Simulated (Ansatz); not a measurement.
Species: C₂H₅, charge 0, multiplicity 2. It need not be the lowest isomer of its formula. 
Geometry from a B3LYP-D3(BJ)/def2-TZVP (Ansatz, a program for electronic structure) optimisation:
SMILES: C[CH2]
```xyz
7

C     -0.0207    -0.6912     0.0019
C      0.0032     0.7917    -0.0023
H      0.9947    -1.1171     0.0074
H     -0.5251    -1.0873     0.8864
H     -0.5178    -1.0924    -0.8844
H      0.0727     1.3495     0.9213
H      0.0803     1.3441    -0.9285
```
Charge 0, spin multiplicity 2.

Basis-set convergence of Hartree-Fock and CCSD(T) correlation energies (hartree) with Ansatz. Valence correlation only, unless marked. UHF or UKS for open shells. No spin-orbit coupling. Non-relativistic.

| basis | functions | E(HF) | E(corr, CCSD(T)) |
|---|---|---|---|
| def2-SVPD | 80 | -78.54538 | -0.32403 |
| def2-TZVPPD | 159 | ___ | ___ |

Fill in the missing entries.


- def2-TZVPPD, E(HF): -78.63021
- def2-TZVPPD, E(corr, CCSD(T)): -0.37503
